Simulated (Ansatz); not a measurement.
**A ladder of methods for SiPH5 (SMILES [SiH3]P)**

SiPH5 has 7 atoms, charge 0, and is taken as a singlet. As SMILES, `[SiH3]P`. The shape is that of a GFN2-xTB optimisation.

```xyz
7

Si   -0.6408   -0.3615   -0.3959
P     1.0613   -0.0091    1.0077
H    -1.8255   -0.6029    0.4263
H    -0.2989   -1.5443   -1.1846
H    -0.8905    0.7689   -1.2937
H     0.6647    1.2602    1.3871
H     1.9298    0.4888    0.0531
```

Quantity: the energy change with the Si1–H4 bond stretched from 1.462 to 3.655 Å, in eV. The values are calculated.

| level | kind | program | value (eV) | less FCI/STO-3G | CPU time (all runs) |
| --- | --- | --- | --- | --- | --- |
| HF/STO-3G (restricted) | Hartree–Fock | Ansatz | 10.08 | +5.08 | 0.58 s |
| PBE/STO-3G (restricted) | GGA | Ansatz | 6.87 | +1.87 | 3.3 s |
| r2SCAN/STO-3G (restricted) | meta-GGA | Ansatz | 7.30 | +2.30 | 7.5 s |
| B3LYP/STO-3G (restricted) | global hybrid | Ansatz | 7.47 | +2.47 | 3.5 s |
| r2SCAN0/STO-3G (restricted) | hybrid meta-GGA | Ansatz | 8.04 | +3.04 | 6.9 s |
| HSE06/STO-3G (restricted) | range-separated hybrid | Ansatz | 7.73 | +2.73 | 3.9 s |
| B2PLYP/STO-3G (restricted) | double hybrid | Ansatz | 6.85 | +1.85 | 4.8 s |
| RPA@PBE/STO-3G (restricted) | RPA | Ansatz | 6.05 | +1.05 | 4.9 s |
| CCSDT(Q)/STO-3G (restricted) | coupled cluster or CI | Ansatz | 5.01 | +0.01 | 0.89 s |
| FCI/STO-3G | exact in the basis | Ansatz | 5.00 | 0.00 | 29 s |

FCI/STO-3G is exact within its basis and frozen core, so for wave-function methods in that basis the difference is their error; functionals converge differently with the basis, so for them it is only a difference. A spin-restricted reference rises too steeply as a bond breaks; here HF/STO-3G, PBE/STO-3G, r2SCAN/STO-3G, B3LYP/STO-3G, r2SCAN0/STO-3G, HSE06/STO-3G, B2PLYP/STO-3G, RPA@PBE/STO-3G lie well above the multireference or unrestricted value. The first shape isn't each level's own minimum. The values span 5.00 to 10.08 eV. All rows use very small basis sets, so none should be taken for the real molecule's value. In so small a basis fixed costs decide the times, and correlated methods can beat functionals. CPU times are rough (shared hosts, several kinds of processor and program).
